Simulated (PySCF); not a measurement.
Cartesian coordinates (Å):
```xyz
9

C     -0.8244    -0.5589    -0.0454
C      0.5739    -0.8152    -0.0012
C      1.3147     0.3299     0.0571
S      0.3148     1.7272     0.0585
C     -1.1133     0.7751    -0.0197
H     -1.5791    -1.3303    -0.0940
H      1.0077    -1.8046    -0.0122
H      2.3868     0.4288     0.0991
H     -2.0811     1.2480    -0.0423
```
Charge 0, spin multiplicity 1.

Q: What is the computed HOMO, total energy and HOMO–LUMO gap (PySCF with PBE-D3(BJ)/def2-TZVP // B3LYP-D3(BJ)/def2-TZVP)?

A: 
The HOMO is -5.85 eV, the total energy comes out as -552.7172 Ha and the HOMO–LUMO gap comes out as 4.58 eV.
